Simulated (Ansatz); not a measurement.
**Si2H6O (SMILES [SiH3]O[SiH3]): functionals against CCSD(T) at one geometry**

The task here is to estimate one member of a computed series from the others.

Computed with Ansatz 0.2.0, Gaussian basis. Level: single points in def2-TZVPP.

Correlated methods freeze the cores.

## The system as given

SMILES `[SiH3]O[SiH3]`, 9 atoms, charge 0, spin multiplicity 1.

Atoms are counted from 1 here; the program's logs count them from 0.

Bond lengths: Si1–O2 1.597 Å, Si1–H4 1.418 Å, Si1–H5 1.506 Å, Si1–H6 1.480 Å, O2–Si3 1.577 Å, Si3–H7 1.475 Å, Si3–H8 1.451 Å, Si3–H9 1.486 Å. Angles: O2–Si1–H4 109.5°, O2–Si1–H5 104.6°, O2–Si1–H6 106.8°, H4–Si1–H5 112.9°, H4–Si1–H6 112.1°, H5–Si1–H6 110.5°, Si1–O2–Si3 162.4°, O2–Si3–H7 109.0°, O2–Si3–H8 111.2°, O2–Si3–H9 106.7°, H7–Si3–H8 110.9°, H7–Si3–H9 108.2°, H8–Si3–H9 110.7°.

Coordinates:

```mol
H6OSi2
  3D, bonds by distance, orders not assigned

  9  8  0  0  0  0  0  0  0  0999 V2000
   -0.7480    1.0223   -0.9080 Si  0  0
    0.2189    0.0397   -0.1024 O   0  0
    0.7532   -1.0739    0.8785 Si  0  0
   -1.7465    0.2642   -1.5710 H   0  0
    0.1613    1.7534   -1.8597 H   0  0
   -1.3261    1.9592    0.0812 H   0  0
    2.2069   -1.2289    0.6818 H   0  0
    0.0653   -2.3337    0.6678 H   0  0
    0.5220   -0.5745    2.2592 H   0  0
  1  2  8  0
  1  4  8  0
  1  5  8  0
  1  6  8  0
  2  3  8  0
  3  7  8  0
  3  8  8  0
  3  9  8  0
M  END
```

Set-up of the first run:

Input file run/in.yaml:

```yaml
crystal:
  periodic: [false, false, false]
  atoms:
    - {symbol: Si, position_ang: [-0.748000, 1.022300, -0.908000]}
    - {symbol: O, position_ang: [0.218900, 0.039700, -0.102400]}
    - {symbol: Si, position_ang: [0.753200, -1.073900, 0.878500]}
    - {symbol: H, position_ang: [-1.746500, 0.264200, -1.571000]}
    - {symbol: H, position_ang: [0.161300, 1.753400, -1.859700]}
    - {symbol: H, position_ang: [-1.326100, 1.959200, 0.081200]}
    - {symbol: H, position_ang: [2.206900, -1.228900, 0.681800]}
    - {symbol: H, position_ang: [0.065300, -2.333700, 0.667800]}
    - {symbol: H, position_ang: [0.522000, -0.574500, 2.259200]}
basis:
  gaussian: {orbitals: def2-TZVPP}
correlation: {method: ccsd_t}
output: {forces: true}
```

No record of the launch command was kept for these runs.

Among the steps run: CCSD(T)/def2-TZVPP; PBE0-D4/def2-TZVPP; wB97M-V/def2-TZVPP; r2SCAN-D4/def2-TZVPP; PBE-D4/def2-TZVPP; SPW92/def2-TZVPP; r2SCAN0-D4/def2-TZVPP.

One table of the session follows, with a row left open; its other results are not shown here.

| method | RMS force component (eV/Å) | angle to CCSD(T) forces (°) | dipole (D) |
| --- | --- | --- | --- |
| CCSD(T) | 0.610 | reference | 0.56 |
| PBE0-D4 | 0.583 | 8.1 | 0.54 |
| wB97M-V | 0.605 | 3.3 | 0.57 |
| r2SCAN-D4 | ? | ? | ? |
| PBE-D4 | 0.649 | 11.7 | 0.51 |
| SPW92 | 0.581 | 16.5 | 0.50 |
| r2SCAN0-D4 | 0.556 | 10.6 | 0.56 |

Q: Estimate the row for r2SCAN-D4 from the others.

**Answer.** RMS force component (eV/Å): 0.586; angle to CCSD(T) forces (°): 6.1; dipole (D): 0.54. In the column «RMS force component (eV/Å)» it lies between PBE0-D4 (0.583) and wB97M-V (0.605).
